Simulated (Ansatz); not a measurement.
Start from `NBN` and change one atom or group to get `NBCl`.

Ansatz, PBE0-D4/def2-TZVP geometries, multiplicity 1. Each molecule was computed in one conformer, which needn't be the lowest.

```csv
property,`NBN`
size of the dipole moment (ωB97M-V/def2-TZVPP) / D,1.38
HOMO–LUMO gap (PBE/def2-TZVPP) / eV,5.78
HOMO energy (PBE0/def2-TZVPP) / eV,-6.88
LUMO energy (ωB97M-V/def2-TZVPP) / eV,2.38
size of the dipole moment (B3LYP/def2-TZVPP) / D,1.36
LUMO energy (PBE0/def2-TZVPP) / eV,1.10
```

**Question.** Give the same properties after the change, and the shifts. (Best estimate.)

**Answer.** Ansatz gave: 
```json
{"property": "size of the dipole moment (ωB97M-V/def2-TZVPP) / D", "`NBCl`": "2.66", "shift": "1.28"}
{"property": "HOMO–LUMO gap (PBE/def2-TZVPP) / eV", "`NBCl`": "6.27", "shift": "0.49"}
{"property": "HOMO energy (PBE0/def2-TZVPP) / eV", "`NBCl`": "-8.42", "shift": "-1.54"}
{"property": "LUMO energy (ωB97M-V/def2-TZVPP) / eV", "`NBCl`": "2.17", "shift": "-0.21"}
{"property": "size of the dipole moment (B3LYP/def2-TZVPP) / D", "`NBCl`": "2.66", "shift": "1.30"}
{"property": "LUMO energy (PBE0/def2-TZVPP) / eV", "`NBCl`": "0.21", "shift": "-0.89"}
```

With PBE0 the HOMO falls by 1.54 eV and the LUMO falls by 0.89 eV, so the gap widens by about 0.65 eV. PBE moves the HOMO by -1.57 eV and ωB97M-V by -1.47 eV. The zero-point energy changes by -66.4 kJ/mol with -6 modes. Dipoles are sizes alone; their direction can turn.

B3LYP here is the variant with VWN-RPA as its local correlation; programs differ in this.
